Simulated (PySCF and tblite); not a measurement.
Results of a calculation; reference values are marked as such.
System: C₃H₄S₂, numbered as in [S:1]=[CH:2]/[CH:3]=[CH:4]\[SH:5].

For the rotation about the C2–C3 bond (torsion S1–C2–C3–C4 from 0° to 180°, rising): electronic barrier 15.29 kcal/mol, zero-point change -0.67 kcal/mol, thermal and entropy terms at 298.15 K a further -0.21 kcal/mol (symmetry numbers apart). The minimum is Cs, the saddle C1. Level: PBE0/pcSseg-1 + D3(BJ) on B3LYP-D3(BJ)/def2-SVP stationary points, with GFN2-xTB thermal terms. Rates follow Eyring's equation with the number of equivalent paths and no tunnelling. Run with tblite and PySCF.

Question: How many equivalent paths lead out of the minimum?

Answer: 2: the symmetry number of the minimum is 1, that of the saddle displaced along its mode 1, and the displaced saddle is chiral while the minimum is not, which doubles the count.

Question: Work out the rate at 298.15 K.

Answer: ΔG‡ = 14.41 kcal/mol; k_B T/h = 6.2×10¹² s⁻¹; exp(−ΔG‡/RT) = 2.7×10⁻¹¹; times 2 gives k = 340 s⁻¹. Wigner's tunnelling factor for the 211i cm⁻¹ mode would be 1.04.
